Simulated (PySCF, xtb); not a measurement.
methylamine (CH5N), SMILES NC.

Geometry: B3LYP-D3(BJ)/def2-TZVP.

These are IEF-PCM-PBE0/def2-SVP (PySCF 2.14.0) values and carry that method's errors.

The values are the electrostatic part of the solvation free energy, E(continuum) − E(gas) at the gas-phase geometry, in a cavity of scaled van der Waals radii (PySCF's table); cavitation and dispersion terms are not included. In vacuum the orbital gap is 8.43 eV. The dipole moment in vacuum is 1.34 D.

```csv
solvent,ε,ΔG(elec) (kcal/mol),dipole (D),gap (eV)
water,78.36,-3.7,1.61,8.78
acetonitrile,35.69,-3.6,1.60,8.77
methanol,32.61,-3.6,1.60,8.77
```

For comparison, GFN2-xTB/ALPB(water) (xtb, at the GFN2-xTB geometry, all terms of that model) gives -2.4 kcal/mol.
